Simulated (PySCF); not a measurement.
Compound: C3H4F2O.
Cartesian coordinates in Å at the PBE0-D3(BJ)/def2-SVP level; atoms count from 1:
```xyz
10
C3H4F2O angstrom
F     -0.3596   -1.4378    1.6320
C      0.0964   -0.2118    1.2264
C      0.4254   -0.2769   -0.2385
O      0.7798    0.9678   -0.8469
C     -0.4080    0.3940   -1.2289
F     -1.5193    1.0358   -0.8263
H      1.0036    0.0432    1.8004
H     -0.6723    0.5533    1.4153
H      1.0405   -1.1378   -0.5358
H     -0.5003    0.0646   -2.2716
```

Linear response at PBE0/def2-SVPD (PySCF, frozen core in the response, non-relativistic).

Static isotropic polarisability: 40.62 au (6.02 Å³), principal values 37.1, 38.4, 46.3 au.

What is the polarisability at 1064 nm and at the sodium D line?

40.84 au at 1064 nm (+0.5 %), 41.35 au at 589.3 nm (+1.8 %). The rise at 589.3 nm is 3.32 times that at 1064 nm; a pure ω² law gives 3.26. The lowest singlet lies at 151 nm, shorter than both wavelengths.

What is the isotropic C6 coefficient between two such molecules, C6 = (3/π)∫α(iω)² dω?

852.7 au (Eh·bohr⁶) by a ten-point quadrature over imaginary frequencies, which is 509 eV·Å⁶ or 49.2 J·nm⁶/mol.

Which effective excitation energy ω̄ makes London's formula C6 = (3/4)α²ω̄ exact here?

ω̄ = 4·C6/(3α²) = 0.689 Eh = 18.8 eV. A one-pole form α(ω) = α/(1 − ω²/ω̄²) fitted to the 1064 nm value gives 15.8 eV. London's choice of the ionisation energy (11.27 eV, ΔSCF at the same level) gives C6 = 513 au, 40 % too low.

What molar refraction at the D line follows from R = (4π/3)·N_A·α′, with α′ the polarisability volume?

α′ = 6.13 Å³ gives R = 15.46 cm³/mol, for isolated, non-vibrating species.

The lowest 6 singlets have (eV, f): 8.24, 0.013; 8.47, 0.022; 8.67, 0.041; 8.95, 0.002; 9.00, 0.042; 9.31, 0.025. What share of the static polarisability do they carry in the sum over states α = Σ f/ω²?

1.38 au, 3.4 % of α; the largest term, 0.40 au, is that of the state at 8.67 eV. Their oscillator strengths add up to 0.14. Higher states carry the rest.

What n − 1 at the D line would an ideal gas of it have at 273.15 K and 1 atm (2.6868 × 10¹⁹ cm⁻³), by n − 1 = 2π·N·α′?

10.34 × 10⁻⁴, a formal value whether or not that pressure can be reached.

How anisotropic is the static polarisability, by Δα² = ½[(α1 − α2)² + (α2 − α3)² + (α3 − α1)²]?

Δα = 8.6 au, or 0.21 of the isotropic value.

What does −C6/R⁶ come to at R = 10 Å between centres?

-49 J/mol. This is the leading, orientation-averaged term; C8 and higher terms are left out.

The run took 19 s wall on Arm Neoverse V2, one thread, on a shared host, and the process peaked at 0.72 GiB of memory. This is the whole response run at PBE0/def2-SVPD, SCF included.

One conformer stands for the species.
